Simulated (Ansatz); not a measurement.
System: C₄H₅, charge 0, doublet. C4H5 (SMILES C1[C@]2C[C@@H]12, doublet).
B3LYP-D3(BJ)/def2-TZVP minimum from Ansatz (an electronic-structure program):
```
C
H 1 1.0785
C 1 1.4428 2 137.10
C 3 1.4829 1 62.56 2 -118.15
H 4 1.0839 3 116.64 1 104.37
H 4 1.0904 5 114.71 3 -149.18
C 3 1.4829 1 62.56 2 118.15
H 7 1.0839 3 116.64 1 -104.37
H 7 1.0904 8 114.71 3 149.18
```
Charge 0, spin multiplicity 2.

Total energies in cc-pVDZ, 21 correlated electrons, 4 frozen orbitals. Open shells are spin-unrestricted; no spin-orbit coupling. Correlated methods leave the cores frozen. No relativity.

| method | program | energy (Eh) | minus CCSDT(Q) (mEh) |
|---|---|---|---|
| HF | Ansatz | -154.23091 | 580.24 |
| MP2 | Ansatz | -154.74946 | 61.69 |
| CCSD | Ansatz | -154.78821 | 22.94 |
| CCSD(T) | Ansatz | -154.80892 | 2.23 |
| CCSDT(Q) | Ansatz | -154.81115 | 0.00 |

Rough core times of Ansatz's runs on a shared machine: CCSD(T) under 20 s, CCSDT(Q) 20 min.
